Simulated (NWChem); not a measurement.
A series in which one site is exchanged, each optimised at PBE0/def2-SVP with NWChem, gas phase unless a solvent is named. For some, no frequency run checked for a minimum. def2 effective core potentials on Te; no spin-orbit coupling.

A: CS (CH4S; site = S)
B: C[TeH] (CH4Te; site = Te)
C: CO (CH₄O; site = O)
D: [CH3][MgH] (CH$_{4}$Mg; site = Mg)

Rank them by static polarisability, CAM-B3LYP/def2-SVPD (bohr³), lowest first.

C (21.0), A (36.3), D (44.4), B (56.5)
